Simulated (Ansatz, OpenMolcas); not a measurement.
A ladder of methods for BH2F (SMILES BF)

BH2F has 4 atoms, charge 0, and is taken as a singlet. SMILES: `BF`. The shape is that of a PBE0-D4/def2-TZVP optimisation.

```tsv
atom	x (Å)	y (Å)	z (Å)
B	-0.0273	-0.0040	-0.0308
F	1.0612	-0.2967	0.6499
H	-1.0125	-0.6491	0.1862
H	0.0342	0.8896	-0.8256
```

Each level gives the energy change with the B1–H3 bond stretched from 1.197 to 2.994 Å (eV). The values are calculated.

```tsv
level	kind	program	value (eV)	less FCI/STO-3G
HF/STO-3G (restricted)	Hartree–Fock	Ansatz	10.02	+4.64
SVWN5/STO-3G (restricted)	LDA	Ansatz	7.05	+1.67
r2SCAN/STO-3G (restricted)	meta-GGA	Ansatz	7.19	+1.81
BHLYP/STO-3G (restricted)	global hybrid	Ansatz	8.49	+3.11
CAM-B3LYP/STO-3G (restricted)	range-separated hybrid	Ansatz	8.06	+2.68
MRCI(2,2)/STO-3G	multireference	OpenMolcas	5.46	+0.08
SC-NEVPT2(2,2)/STO-3G	multireference	OpenMolcas	5.39	+0.01
CCSD/STO-3G (restricted)	coupled cluster or CI	Ansatz	5.60	+0.22
FCI/STO-3G	exact in the basis	Ansatz	5.38	0.00
```

FCI/STO-3G is exact within its basis and frozen core, so for wave-function methods in that basis the difference is their error; functionals converge differently with the basis, so for them it is only a difference. Spin-restricted single references rise too steeply as a bond breaks, Hartree–Fock most of all. Perturbation and coupled-cluster corrections on them can overshoot downwards. The first shape isn't each level's own minimum. The values span 5.38 to 10.02 eV. All rows use very small basis sets, so even the best lies far from the true value.
